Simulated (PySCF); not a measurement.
Molecule: SMILES Cl/C=C1C=C/1Cl, C4H2Cl2.

Bonds (- single, = double, # triple, : aromatic): Cl1-C2, C2=C3, C3-C4, C4=C5, C5-Cl6, C5-C3. C2 carries H7; C4 carries H8. Stereochemistry as in Cl/C=C1C=C/1Cl.

Frames of a GFN2-xTB Langevin trajectory at 300 K; GIAO PBE0/pcSseg-1 shieldings in PySCF, gas phase, non-relativistic; equivalent atoms averaged within each frame.

References, each an isolated molecule treated in the same way: 35Cl (949.78 ppm) vs HCl; TMS for 13C (186.93 ppm), 1H (31.72 ppm). The references are static minima.

Question: How do the shifts (ppm) fluctuate along the trajectory?

Answer: 
```
         time (fs)  Cl6  Cl1     C5     C4     C3    C2    H8    H7
               250  186  125  144.5  127.0  119.6  82.4  7.62  3.52
               425  196  138  147.5  127.1  123.8  90.5  7.49  4.55
               625  213  145  150.8  133.9  130.3  90.9  7.41  5.36
               800  197  150  143.8  130.5  119.4  89.2  7.40  5.66
              1000  253  116  161.8  129.9  122.7  86.0  8.05  5.20
    mean of frames  209  135  149.7  129.7  123.2  87.8  7.60  4.86
standard deviation   26   14    7.3    2.9    4.4   3.6  0.27  0.85
```

5 frames give an uncertainty of the mean of about the standard deviation over 2.2 at best, since frames this close in time may not be independent; classical motion lacks zero-point vibration, and the reference would need the same averaging.
